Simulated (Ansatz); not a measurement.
**Worked example: vertical ionisation energy of NO2F (SMILES O=[N+]([O-])F)**

NO2F: 4 atoms, total charge 0, spin state singlet. SMILES: `O=[N+]([O-])F`. Geometry: relaxed at GFN2-xTB.

Both states at this one shape; open shells run unrestricted unless said. 1 Eh = 27.2114 eV.

| level | program | singlet NO2F (Eh) | doublet NO2F+ (Eh) |
| --- | --- | --- | --- |
| SVWN5/STO-3G | Ansatz | -298.433146 | -298.088425 |
| revPBE/STO-3G | Ansatz | -300.527499 | -300.185741 |

Work out the vertical ionisation energy at each level.


1. SVWN5/STO-3G: -298.088425 − (-298.433146) = 0.344721 Eh = 9.38 eV.
2. revPBE/STO-3G: -300.185741 − (-300.527499) = 0.341758 Eh = 9.30 eV.

No measured value is set beside it here; the levels span 9.30 to 9.38 eV. Minimal sets are far from the basis-set limit.
